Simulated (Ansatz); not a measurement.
Coupled-cluster diagnostics for the cluster C3⁺ (the lowest doublet isomer of a short search), Ansatz.

Geometry of the doublet (r2SCAN-D4/def2-TZVP):

```xyz
3

C     0.607    0.482    1.029
C    -0.520   -0.343   -1.093
C    -0.087   -0.140    0.064
```

Correlated methods freeze 3 core orbitals. The structure comes from a short search, and lower isomers may exist.

Geometry of the charge 1 quartet (r2SCAN-D4/def2-TZVP):

```tsv
atom	x (Å)	y (Å)	z (Å)
C1	0.376	-0.098	1.204
C2	-0.378	0.098	-1.204
C3	0.002	0.000	-0.001
```

Task: Estimate the CCSD(T) correlation energy, the shares of MP2 and (T), T1 and the reference's ⟨S²⟩ for: charge 1, doublet, own geometry in def2-TZVPP; charge 1, quartet, own geometry in def2-TZVPP; and the rough time on 4 threads of Arm Neoverse V2 on a shared host.

Result: 
```csv
state,basis,correlation (eV),MP2 share (%),(T) share (%),T1,⟨S²⟩ (pure),wall time,remarks
"charge 1, doublet, own geometry",def2-TZVPP,-10.006,76.5,6.8,0.101,1.91 (0.75),1.8 s,"large T1, spin-contaminated"
"charge 1, quartet, own geometry",def2-TZVPP,-9.273,79.7,6.3,0.077,4.29 (3.75),2.2 s,"large T1, spin-contaminated"
```
Customary marks for T1 are 0.02 (closed shells), 0.045 (open shells) and about 0.05 (3d metals). T1 exceeds 0.02 in 2 of 2 rows and 0.045 in 2; the higher it lies, the less the single-reference result can be trusted.
